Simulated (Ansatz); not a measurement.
Geometry optimisation, RKS LDA/def2-SVP (Ansatz).

input.yaml

```yaml
crystal:
  periodic: [false, false, false]
  atoms:
    - { symbol: O, position_ang: [-1.6076, -0.0757, -0.7934] }
    - { symbol: Si, position_ang: [-0.2395, 0.6794, -0.1588] }
    - { symbol: Al, position_ang: [1.0203, -0.9757, 0.9025] }
    - { symbol: H, position_ang: [-2.0638, 0.7308, -1.2385] }
    - { symbol: H, position_ang: [0.5535, 1.2775, -1.2619] }
    - { symbol: H, position_ang: [-0.6063, 1.7364, 0.8142] }
    - { symbol: H, position_ang: [1.07247, -0.94717, 2.55246] }
    - { symbol: H, position_ang: [2.36567, -1.4394, 0.27675] }
basis:
  gaussian: { orbitals: def2-SVP }
hamiltonian:
  xc: lda
relax:
  f_tol: 0.015
  max_steps: 40
```

Launched with:

```bash
$ ansatz run input.yaml --threads 1 --pin off --max-ram 2048MiB --backend cpu --events-out ev --progress --plain --runs-dir out
```

Question: Where does it end, and by what steps?

Answer: It converged. After 8 steps the energy has fallen by 0.467 eV; H4 moved furthest, 0.38 Å.

```json
{"step": "0", "energy less start (eV)": "0.0000", "largest force component (eV/Å)": "2.213", "accepted": "yes"}
{"step": "1", "energy less start (eV)": "-0.3652", "largest force component (eV/Å)": "0.941", "accepted": "yes"}
{"step": "2", "energy less start (eV)": "-0.4250", "largest force component (eV/Å)": "0.561", "accepted": "yes"}
{"step": "3", "energy less start (eV)": "-0.4514", "largest force component (eV/Å)": "0.487", "accepted": "yes"}
{"step": "4", "energy less start (eV)": "-0.4623", "largest force component (eV/Å)": "0.373", "accepted": "yes"}
{"step": "5", "energy less start (eV)": "-0.4642", "largest force component (eV/Å)": "0.288", "accepted": "yes"}
{"step": "6", "energy less start (eV)": "-0.4669", "largest force component (eV/Å)": "0.017", "accepted": "yes"}
{"step": "7", "energy less start (eV)": "-0.4669", "largest force component (eV/Å)": "0.023", "accepted": "yes"}
{"step": "8", "energy less start (eV)": "-0.4669", "largest force component (eV/Å)": "0.005", "accepted": "yes"}
```

```xyz
8
Properties=species:S:1:pos:R:3
O -1.453 -0.088 -0.690
Si -0.169 0.859 -0.163
Al 1.174 -0.830 0.994
H -2.152 0.364 -1.196
H 0.540 1.534 -1.323
H -0.640 1.997 0.724
H 0.914 -1.166 2.542
H 2.281 -1.684 0.204
```

The run took 11 s on 1 thread of Arm Neoverse V2, on a shared host, peak memory 0.14 GiB.
